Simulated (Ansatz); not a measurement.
Geometry optimisation, Ansatz, RKS PBE-D4/def2-SVP.

The input (input.yaml):

```yaml
crystal:
  periodic: [false, false, false]
  atoms:
    - { symbol: C, position_ang: [-1.2985, 0.7949, -0.4834] }
    - { symbol: C, position_ang: [-0.1999, 0.541, 0.1236] }
    - { symbol: C, position_ang: [0.7152, -0.5297, -0.3295] }
    - { symbol: S, position_ang: [0.9004, -1.8187, 0.9399] }
    - { symbol: H, position_ang: [-1.6812, 0.2845, -1.3878] }
    - { symbol: H, position_ang: [-1.9859, 1.654, -0.1305] }
    - { symbol: H, position_ang: [0.1189, 1.1323, 0.9986] }
    - { symbol: H, position_ang: [0.4736, -0.9648, -1.2695] }
    - { symbol: H, position_ang: [1.7515, -0.0922, -0.4165] }
    - { symbol: H, position_ang: [1.289, -1.0524, 1.9582] }
basis:
  gaussian: { orbitals: def2-SVP }
hamiltonian:
  xc: pbe
  dispersion: d4
relax:
  f_tol: 0.02
  max_steps: 50
```

Run as:

```bash
$ ansatz run input.yaml --threads 2 --pin off --max-ram 3072MiB --backend cpu --events-out ev --progress --plain --runs-dir out
```

Question: Where does it end, and by what steps?

Answer: It converged. After 6 steps the energy has fallen by 0.355 eV; H10 moved furthest, 0.19 Å.

```tsv
step	energy less start (eV)	largest force component (eV/Å)	accepted
0	0.0000	5.004	yes
1	-0.3196	1.350	yes
2	-0.3367	0.321	yes
3	-0.3520	0.151	yes
4	-0.3537	0.124	yes
5	-0.3546	0.034	yes
6	-0.3548	0.013	yes
```

```xyz
10
Properties=species:S:1:pos:R:3
C -1.356 0.859 -0.525
C -0.212 0.577 0.122
C 0.754 -0.498 -0.271
S 0.860 -1.874 0.963
H -1.665 0.297 -1.423
H -2.029 1.660 -0.182
H 0.057 1.161 1.021
H 0.439 -0.994 -1.212
H 1.775 -0.097 -0.434
H 1.460 -1.143 1.944
```

Whether the end is a true minimum wasn't checked by a vibrational analysis.

The run took 8.1 s on 2 threads of Intel(R) Xeon(R) CPU @ 2.80GHz (Skylake/Cascade Lake) (shared host), peak memory 0.14 GiB.
